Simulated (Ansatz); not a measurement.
LiGe₂P₃: from a trial structure to a relaxed crystal

The calculation used DFT PBE, scalar-relativistic, plane waves, PAW in Ansatz 0.2.0. Cutoff 420 eV, Γ-centred k mesh, Gaussian smearing, no spin polarisation in the final step.

This is the end of a relaxation of cell and atoms.

```
CELL_PARAMETERS angstrom
6.45366 0.00000 0.00000
-3.22683 5.58903 0.00000
0.00000 0.00000 3.46063
ATOMIC_POSITIONS crystal
Li 0.00000 0.00000 0.00000
Ge 0.33333 0.66667 0.00000
Ge 0.66667 0.33333 0.00000
P 0.50000 0.00000 0.50000
P 0.50000 0.50000 0.50000
P 0.00000 0.50000 0.50000
```

Energies over the elements count from the elements' standard structures at the same level, with no empirical corrections.

(1) What space group does it have?

(2) How far does it lie from the elements in energy?

(3) Is it a metal?

Answers

(1) P6/mmm (No. 191). Conventional cell: a = 6.454 Å, c = 3.461 Å. Around Li lie 2 Li at 3.46 Å, 12 P at 3.66 Å and 6 Ge at 3.73 Å; Ge is coordinated by 6 P at 2.54 Å; around P lie 4 Ge at 2.54 Å.

(2) 0.35 eV/atom.

(3) Yes, bands cross the Fermi level on the 6×6×12 mesh.

The final run used a 6×6×12 mesh on its 6-atom cell and 0.10 eV smearing. The k mesh leaves about 4 meV/atom of noise in metals. Weakly bound directions are ill-defined at this level, which has no dispersion term. The cell came from a trial start, so LiGe₂P₃ may not exist in this structure.

Cost: 3 runs of about 1.1 core-minutes in all, on Intel Xeon 6975P-C (Granite Rapids) (shared hosts).